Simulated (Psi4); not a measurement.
# One shape, several levels: CH3Cl (chloromethane)

We compute a comparison of 3 runs (HF/STO-3G, B3LYP/6-31G*, HSE06/def2-TZVPP) of CH3Cl (chloromethane). 

The results are computed with Psi4 1.11.

2 further runs of the same task are left out: 2 set aside as unsound or not needed.

## Step 1: The molecule

The species is CH3Cl (5 atoms), meant as a singlet with charge 0. SMILES: `CCl`. The C1–H3 distance was set to 1.631 Å, away from the relaxed value. At this shape a bond of the SMILES string is far longer than usual.

Bond lengths: C1–Cl2 1.773 Å, C1–H4 1.088 Å, C1–H5 1.088 Å. Angles: Cl2–C1–H4 108.7°, Cl2–C1–H5 108.6°, H4–C1–H5 110.3°. A long bond or contact: C1–H3 1.631 Å.

## Step 2: Energy and gradient at HF/STO-3G (run 1)

File ch3cl.xyz:

```xyz
5
CH3Cl
C     -0.038947     0.372715    -0.345416
Cl     1.551353     0.071915    -1.069216
H     -0.284800    -0.715400     0.844700
H     -0.798047     0.265615    -1.116816
H     -0.051847     1.382415     0.058384
```

File ch3cl.py:

```python
import psi4

psi4.set_memory(1600000000)
psi4.set_num_threads(1)
psi4.set_output_file('ch3cl.out', False)

with open('ch3cl.xyz') as f:
    atoms = ''.join(f.readlines()[2:])
geom = psi4.geometry('0 1\n' + atoms + 'symmetry c1')

psi4.set_options({
    'basis': 'STO-3G',
    'puream': True,
    'e_convergence': 1e-09,
    'd_convergence': 1e-08,
    'scf_type': 'pk',
})

E, wfn = psi4.gradient('scf', molecule=geom, return_wfn=True)
psi4.oeprop(wfn, 'QUADRUPOLE', 'LOWDIN_CHARGES', 'MAYER_INDICES', title='SCF')
print('gradient / Eh bohr^-1')
print(E.np.round(6))
print(f'energy = {wfn.energy():.10f} Eh')
for k, v in sorted(psi4.core.scalar_variables().items()):
    print(f'{k:45s} {v:18.10f}')
```

Command:

```sh
$ python ch3cl.py
```

ch3cl.out:

```text
[...]
  Running in c1 symmetry.
[...]
  Nuclear repulsion =   49.878094307413228
[...]
  Multiplicity = 1
[...]
  Nalpha       = 13
  Nbeta        = 13
[...]
    Number of basis functions: 17
[...]
   @RHF iter   1:  -493.55538486440344   -1.33751e+00   1.40469e-02 ADIIS/DIIS
[...]
   @RHF iter   9:  -493.60097343206689   -1.25056e-12   3.63699e-09 DIIS
[...]
    Orbital Energies [Eh]
    ---------------------
    Doubly Occupied:
       1A   -103.689954     2A    -11.128820     3A    -10.373310
       4A     -7.817476     5A     -7.811916     6A     -7.811830
       7A     -1.060325     8A     -0.838410     9A     -0.591761
      10A     -0.506129    11A     -0.461823    12A     -0.382678
      13A     -0.353781
[...]
  @RHF Final Energy:  -493.60097343206689
   => Energetics <=
    Nuclear Repulsion Energy =             49.8780943074132281
    One-Electron Energy =                -781.3017110819280333
    Two-Electron Energy =                 237.8226433424478898
    Total Energy =                       -493.6009734320668940
[...]
  -Total Gradient:
     Atom            X                  Y                   Z
    ------   -----------------  -----------------  -----------------
       1        0.031996589754     0.099512867666    -0.114862388212
       2       -0.017818872999     0.004475338786     0.007066039263
       3       -0.021456213144    -0.108846102551     0.117056361371
       4        0.005694511220     0.005519156787    -0.001381489788
       5        0.001583985169    -0.000661260689    -0.007878522629
[...]
 Multipole Moments:
 ------------------------------------------------------------------------------------
     Multipole            Electronic (a.u.)      Nuclear  (a.u.)        Total (a.u.)
 ------------------------------------------------------------------------------------
 L = 1.  Multiply by 2.5417464519 to convert [e a0] to [Debye]
 Dipole X            :          3.7044698           -4.4812708           -0.7768010
 Dipole Y            :         -0.3433796            0.5076751            0.1642955
 Dipole Z            :         -2.0255911            2.3626328            0.3370417
 Magnitude           :                                                    0.8625601
 L = 2.  Multiply by 1.3450342976 to convert [e a0^2] to [Debye ang]
 Quadrupole XX       :        -76.6694106           63.6097510          -13.0596596
 Quadrupole XY       :          8.8624230           -8.9927980           -0.1303750
[...]
```

The script printed:

```text
gradient / Eh bohr^-1
[[ 0.031997  0.099513 -0.114862]
 [-0.017819  0.004475  0.007066]
 [-0.021456 -0.108846  0.117056]
 [ 0.005695  0.005519 -0.001381]
 [ 0.001584 -0.000661 -0.007879]]
energy = -493.6009734321 Eh
CURRENT ENERGY                                   -493.6009734321
CURRENT REFERENCE ENERGY                         -493.6009734321
DD SOLVATION ENERGY                                 0.0000000000
HF KINETIC ENERGY                                 485.2483339732
HF POTENTIAL ENERGY                              -978.8493074053
HF TOTAL ENERGY                                  -493.6009734321
HF VIRIAL RATIO                                     2.0172131234
NUCLEAR REPULSION ENERGY                           49.8780943074
ONE-ELECTRON ENERGY                              -781.3017110819
PCM POLARIZATION ENERGY                             0.0000000000
PE ENERGY                                           0.0000000000
SCF ITERATION ENERGY                             -493.6009734321
SCF ITERATIONS                                      9.0000000000
SCF TOTAL ENERGY                                 -493.6009734321
TWO-ELECTRON ENERGY                               237.8226433424
```

It took 2 s on 1 thread of Intel Xeon Platinum 8259CL at 2.50GHz (Skylake/Cascade Lake), shared host; peak memory 0.18 GiB.

## Step 3: Energy and forces at B3LYP/6-31G(d) (Cartesian functions) (run 2)

File ch3cl.json:

```json
{
 "schema_name": "qcschema_input",
 "schema_version": 1,
 "molecule": {
  "schema_name": "qcschema_molecule",
  "schema_version": 2,
  "symbols": ["C", "Cl", "H", "H", "H"],
  "geometry": [-0.07359916, 0.70432927, -0.65274164, 2.93163229, 0.13589965, -2.02052541, -0.538194, -1.35191007, 1.59625166, -1.50809026, 0.5019396, -2.11047637, -0.09797663, 2.61238574, 0.11032977],
  "molecular_charge": 0,
  "molecular_multiplicity": 1,
  "fix_symmetry": "c1",
  "fix_com": true,
  "fix_orientation": true
 },
 "driver": "gradient",
 "model": {
  "method": "b3lyp",
  "basis": "6-31G*"
 },
 "keywords": {
  "puream": false,
  "e_convergence": 1e-09,
  "d_convergence": 1e-08,
  "scf_type": "pk",
  "dft_radial_points": 99,
  "dft_spherical_points": 590,
  "scf_properties": ["WIBERG_LOWDIN_INDICES", "MULLIKEN_CHARGES", "DIPOLE"]
 }
}
```

Command:

```sh
$ psi4 --qcschema ch3cl.json -n 1 --memory 1600MB
```

stdout:

```text
[...]
  Running in c1 symmetry.
[...]
  Nuclear repulsion =   49.878094376736279
[...]
  Multiplicity = 1
[...]
  Nalpha       = 13
  Nbeta        = 13
[...]
    Number of basis functions: 40
[...]
   @RKS iter   1:  -499.93079334155271   -2.82556e-01   1.04157e-02 ADIIS/DIIS
[...]
   @RKS iter  11:  -500.03357978512037    3.41061e-13   7.66569e-10 DIIS
[...]
    Orbital Energies [Eh]
    ---------------------
    Doubly Occupied:
       1A   -101.544987     2A    -10.281402     3A     -9.461588
       4A     -7.225728     5A     -7.215749     6A     -7.215337
       7A     -0.858481     8A     -0.663331     9A     -0.460129
      10A     -0.427597    11A     -0.383799    12A     -0.303015
      13A     -0.287773
[...]
  @RKS Final Energy:  -500.03357978512037
   => Energetics <=
    Nuclear Repulsion Energy =             49.8780943767362785
    One-Electron Energy =                -787.2710799039630274
    Two-Electron Energy =                 265.2922195270504062
    DFT Exchange-Correlation Energy =     -27.9328137849440239
    Empirical Dispersion Energy =           0.0000000000000000
    VV10 Nonlocal Energy =                  0.0000000000000000
    Total Energy =                       -500.0335797851203665
[...]
 Multipole Moments:
 ------------------------------------------------------------------------------------
     Multipole            Electronic (a.u.)      Nuclear  (a.u.)        Total (a.u.)
 ------------------------------------------------------------------------------------
 L = 1.  Multiply by 2.5417464519 to convert [e a0] to [Debye]
 Dipole X            :        -47.8391093           47.2518931           -0.5872162
 Dipole Y            :         -8.0542115            8.2986849            0.2444734
 Dipole Z            :         38.8097732          -38.6692767            0.1404965
 Magnitude           :                                                    0.6514057
[...]
  Mulliken Charges: (a.u.)
   Center  Symbol    Alpha    Beta     Spin     Total
       1     C     3.21860  3.21860  0.00000 -0.43721
       2    CL     8.52218  8.52218  0.00000 -0.04435
       3     H     0.46972  0.46972  0.00000  0.06057
       4     H     0.39475  0.39475  0.00000  0.21049
       5     H     0.39475  0.39475  0.00000  0.21050
   Total alpha = 13.00000, Total beta = 13.00000, Total charge = -0.00000
  Wiberg Bond Indices using Orthogonal Lowdin Orbitals:
[...]
  -Total Gradient:
     Atom            X                  Y                   Z
    ------   -----------------  -----------------  -----------------
       1        0.007600910124     0.048834172020    -0.051219635472
       2       -0.002129844400     0.001664998615    -0.000225339981
       3       -0.009947018813    -0.061711775903     0.064958411223
       4        0.003546839533     0.007576126311    -0.004686284373
       5        0.000928791285     0.003636561007    -0.008827024856
[...]
```

The result, in JSON:

```text
{
 "driver": "gradient",
 "model": {
  "method": "b3lyp",
  "basis": "6-31G*"
 },
 "success": true,
 "return_result": [0.0076009101244107775, 0.04883417202032639, -0.05121963547160246, -0.0021298444000162897, 0.001664998614606266, -0.00022533998106614994, -0.009947018812584266, -0.061711775902799824, 0.06495841122326745, 0.0035468395334975755, 0.007576126311347719, -0.0046862843731988735, 0.0009287912848222923, 0.003636561006793798, -0.008827024856235294],
 "properties": {
  "calcinfo_nbasis": 40,
  "calcinfo_nmo": 40,
  "calcinfo_nalpha": 13,
  "calcinfo_nbeta": 13,
  "calcinfo_natom": 5,
  "nuclear_repulsion_energy": 49.87809437673628,
  "return_energy": -500.03357978512037,
  "return_gradient": [0.0076009101244107775, 0.04883417202032639, -0.05121963547160246, -0.0021298444000162897, 0.001664998614606266, -0.00022533998106614994, -0.009947018812584266, -0.061711775902799824, 0.06495841122326745, 0.0035468395334975755, 0.007576126311347719, -0.0046862843731988735, 0.0009287912848222923, 0.003636561006793798, -0.008827024856235294],
  "scf_one_electron_energy": -787.271079903963,
  "scf_two_electron_energy": 265.2922195270504,
  "scf_xc_energy": -27.932813784944024,
  "scf_dipole_moment": [-0.5872162059003685, 0.2444734365921324, 0.14049646136267313],
  "scf_total_energy": -500.03357978512037,
  "scf_total_gradient": [0.0076009101244107775, 0.04883417202032639, -0.05121963547160246, -0.0021298444000162897, 0.001664998614606266, -0.00022533998106614994, -0.009947018812584266, -0.061711775902799824, 0.06495841122326745, 0.0035468395334975755, 0.007576126311347719, -0.0046862843731988735, 0.0009287912848222923, 0.003636561006793798, -0.008827024856235294],
  "scf_iterations": 11
 }
}
```

Run time: 9 s. Hardware: 1 thread of Intel Xeon Platinum 8259CL at 2.50GHz (Skylake/Cascade Lake), shared host; peak memory 0.52 GiB.

## Step 4: A single-point energy at HSE06/def2-TZVPP (run 3)

File job.dat:

```
memory 1.6 GB

molecule {
  0 1
  C     -0.07359916     0.70432927    -0.65274164
  Cl     2.93163229     0.13589965    -2.02052541
  H     -0.53819400    -1.35191007     1.59625166
  H     -1.50809026     0.50193960    -2.11047637
  H     -0.09797663     2.61238574     0.11032977
  units bohr
  symmetry c1
  no_reorient
  no_com
}

set basis def2-TZVPP
set reference rks
set puream true
set e_convergence 1e-09
set d_convergence 1e-08
set scf_type pk
set dft_radial_points 99
set dft_spherical_points 590

energy_value, wavefunction = energy("hse06", return_wfn=True)
oeprop(wavefunction, "LOWDIN_CHARGES", "QUADRUPOLE", "MULLIKEN_CHARGES", title="HSE06")
```

Command:

```sh
$ psi4 job.dat job.out -n 1
```

job.out:

```text
[...]
  Running in c1 symmetry.
[...]
  Nuclear repulsion =   49.878094376736279
[...]
  Multiplicity = 1
[...]
  Nalpha       = 13
  Nbeta        = 13
[...]
    Number of basis functions: 115
[...]
   @RKS iter   1:  -499.70277211441999   -2.05567e-01   5.15131e-03 DIIS/ADIIS
[...]
   @RKS iter  11:  -499.88110578545928   -9.09495e-13   5.42333e-09 DIIS
[...]
    Orbital Energies [Eh]
    ---------------------
    Doubly Occupied:
       1A   -101.693710     2A    -10.303807     3A     -9.511507
       4A     -7.244099     5A     -7.235523     6A     -7.235135
       7A     -0.863615     8A     -0.664957     9A     -0.455801
      10A     -0.424780    11A     -0.382096    12A     -0.301168
      13A     -0.284998
[...]
  @RKS Final Energy:  -499.88110578545928
   => Energetics <=
    Nuclear Repulsion Energy =             49.8780943767362785
    One-Electron Energy =                -787.4203273939494920
    Two-Electron Energy =                 264.1219071357871258
    DFT Exchange-Correlation Energy =     -26.4607799040331990
    Empirical Dispersion Energy =           0.0000000000000000
    VV10 Nonlocal Energy =                  0.0000000000000000
    Total Energy =                       -499.8811057854592832
[...]
 Multipole Moments:
 ------------------------------------------------------------------------------------
     Multipole            Electronic (a.u.)      Nuclear  (a.u.)        Total (a.u.)
 ------------------------------------------------------------------------------------
 L = 1.  Multiply by 2.5417464519 to convert [e a0] to [Debye]
 Dipole X            :        -47.7999977           47.2518931           -0.5481046
 Dipole Y            :         -8.0843124            8.2986849            0.2143725
 Dipole Z            :         38.8135439          -38.6692767            0.1442672
 Magnitude           :                                                    0.6059598
 L = 2.  Multiply by 1.3450342976 to convert [e a0^2] to [Debye ang]
 Quadrupole XX       :       -164.8078774          148.7120435          -16.0958339
 Quadrupole XY       :         -6.4475137            6.1765713           -0.2709425
[...]
  Mulliken Charges: (a.u.)
   Center  Symbol    Alpha    Beta     Spin     Total
       1     C     3.11405  3.11405  0.00000 -0.22810
       2    CL     8.56050  8.56050  0.00000 -0.12100
       3     H     0.47203  0.47203  0.00000  0.05593
       4     H     0.42671  0.42671  0.00000  0.14658
       5     H     0.42671  0.42671  0.00000  0.14659
   Total alpha = 13.00000, Total beta = 13.00000, Total charge = -0.00000
  Lowdin Charges: (a.u.)
   Center  Symbol    Alpha    Beta     Spin     Total
       1     C     3.15190  3.15190  0.00000 -0.30380
[...]
```

Run time: 45 s. Hardware: 1 thread of Intel Xeon Platinum 8259CL at 2.50GHz (Skylake/Cascade Lake), shared host; peak memory 0.85 GiB.

## Step 5: Overview of the runs

```csv
run,level,Cartesian functions,integration grid,energy (Eh),dipole moment (D),HOMO energy (eV),LUMO energy (eV),wall time
1,HF/STO-3G,no,–,-493.600973,2.19,-9.63,7.75,2 s
2,B3LYP/6-31G* (Cartesian functions),yes,99 radial × 590 angular,-500.033580,1.66,-7.83,-0.69,9 s
3,HSE06/def2-TZVPP,no,99 radial × 590 angular,-499.881106,1.54,-7.76,-1.19,45 s
```

## Step 6: Summary of results

```
            quantity          value
 run 3: total energy  -499.88111 Eh
run 3: dipole moment         1.54 D
  run 3: HOMO energy       -7.76 eV
  run 3: LUMO energy       -1.19 eV
run 3: HOMO–LUMO gap        6.57 eV
```

The dipole moment (its size) runs from 1.54 D (HSE06/def2-TZVPP) to 2.19 D (HF/STO-3G). The two ends differ in method and basis. The HOMO–LUMO gap runs from 6.57 eV (HSE06/def2-TZVPP) to 17.37 eV (HF/STO-3G). Totals of different functionals can't be ranked against each other. In run 1 the basis is minimal, so the values are rough. All runs together took 56 s, the longest 45 s.
